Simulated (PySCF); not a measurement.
## Shieldings and the share of exact exchange

Molecule: SMILES CC1CCCC1, C6H12.

Molfile (atoms numbered from 1):
```
C6H12
     RDKit          3D

 18 18  0  0  0  0  0  0  0  0999 V2000
    2.0708   -0.6173   -0.1473 C   0  0  0  0  0  0  0  0  0  0  0  0
    0.5561   -0.5383   -0.1765 C   0  0  0  0  0  0  0  0  0  0  0  0
   -0.1009   -0.2512    1.1757 C   0  0  0  0  0  0  0  0  0  0  0  0
   -1.5361    0.1757    0.8358 C   0  0  0  0  0  0  0  0  0  0  0  0
   -1.4881    0.6783   -0.6284 C   0  0  0  0  0  0  0  0  0  0  0  0
   -0.0173    0.5797   -1.0487 C   0  0  0  0  0  0  0  0  0  0  0  0
    2.4849   -0.8128   -1.1488 H   0  0  0  0  0  0  0  0  0  0  0  0
    2.4207   -1.4199    0.5210 H   0  0  0  0  0  0  0  0  0  0  0  0
    2.5046    0.3302    0.2140 H   0  0  0  0  0  0  0  0  0  0  0  0
    0.1562   -1.5000   -0.5524 H   0  0  0  0  0  0  0  0  0  0  0  0
    0.4432    0.5787    1.6607 H   0  0  0  0  0  0  0  0  0  0  0  0
   -0.0554   -1.1078    1.8663 H   0  0  0  0  0  0  0  0  0  0  0  0
   -1.9072    0.9454    1.5293 H   0  0  0  0  0  0  0  0  0  0  0  0
   -2.2257   -0.6781    0.9267 H   0  0  0  0  0  0  0  0  0  0  0  0
   -2.1097    0.0364   -1.2724 H   0  0  0  0  0  0  0  0  0  0  0  0
   -1.8827    1.6996   -0.7378 H   0  0  0  0  0  0  0  0  0  0  0  0
    0.5148    1.5188   -0.8122 H   0  0  0  0  0  0  0  0  0  0  0  0
    0.1154    0.3995   -2.1271 H   0  0  0  0  0  0  0  0  0  0  0  0
  1  2  1  0
  2  3  1  0
  3  4  1  0
  4  5  1  0
  5  6  1  0
  6  2  1  0
  1  7  1  0
  1  8  1  0
  1  9  1  0
  2 10  1  0
  3 11  1  0
  3 12  1  0
  4 13  1  0
  4 14  1  0
  5 15  1  0
  5 16  1  0
  6 17  1  0
  6 18  1  0
M  END
```

GIAO shieldings (ppm, equivalent atoms averaged) in PySCF 2.14.0 with density-fitted response routines on the PBE0-D3(BJ)/def2-SVP geometry, basis pcSseg-1, gas phase, non-relativistic:

| functional | exact exchange (%) | σ(C2) |
| --- | --- | --- |
| BLYP | 0 | 132.5 |
| BP86 | 0 | 138.7 |
| PBE | 0 | 138.9 |
| PBE0 | 25 | 146.0 |
| mPW1PW91 | 25 | 145.3 |
| BHandHLYP | 50 | 146.6 |
| HF | 100 | 158.2 |

**Question.** Fit each shielding as a line in the percentage of exact exchange.

**Answer.** σ(C2) = 137.8 + 0.21 x (rms 2.6 ppm). The functionals also differ in their semilocal parts, which the line can't hold; Hartree–Fock has no correlation at all.

**Question.** What does the line predict for B3LYP (20 %), and what does the run give?

**Answer.** σ(C2): 142.0 predicted, 138.8 computed ppm.
